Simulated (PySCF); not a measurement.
Rows and methods have been separated. Pair them.

H₆P₂Si.
SMILES: `P[SiH2]P`

The closed-shell ground state was solved 7 times with PySCF (density fitting, gas phase), always in the pcSseg-2 basis (213 functions), with these functionals: B3LYP, BHandHLYP, CAM-B3LYP, HF, LDA, OPBE and PBE0. Geometry: PBE0-D3(BJ)/def2-SVP, one conformer, isolated molecule.

```csv
row,total energy (Eh),HOMO (eV),LUMO (eV),dipole (D)
P,-975.7562,-6.54,-0.90,1.55
Q,-973.9456,-10.10,2.39,1.56
R,-975.4702,-7.65,-0.29,1.50
S,-975.8440,-8.61,0.45,1.43
T,-972.1412,-6.60,-1.24,1.54
U,-975.8723,-8.92,0.60,1.47
V,-975.9246,-7.45,-0.53,1.35
```

Which functional belongs to which row?

P = OPBE, Q = HF, R = PBE0, S = BHandHLYP, T = LDA, U = CAM-B3LYP, V = B3LYP. By rising HOMO–LUMO gap: LDA (LDA) 5.36 eV; OPBE (GGA) 5.64 eV; B3LYP (global hybrid, 20 % exact exchange) 6.92 eV; PBE0 (global hybrid, 25 % exact exchange) 7.36 eV; BHandHLYP (global hybrid, 50 % exact exchange) 9.06 eV; CAM-B3LYP (range-separated hybrid) 9.52 eV; HF (all exact exchange) 12.49 eV. Total energies of different functionals aren't bounds to one another; each is stationary for its own functional.

Shape of the structure used: `[PH2:1][SiH2:2][PH2:3]`: H–P1–Si2–P3 -168°, H–P1–Si2–P3 -74°, H–P3–Si2–P1 168°, H–P3–Si2–P1 75°.
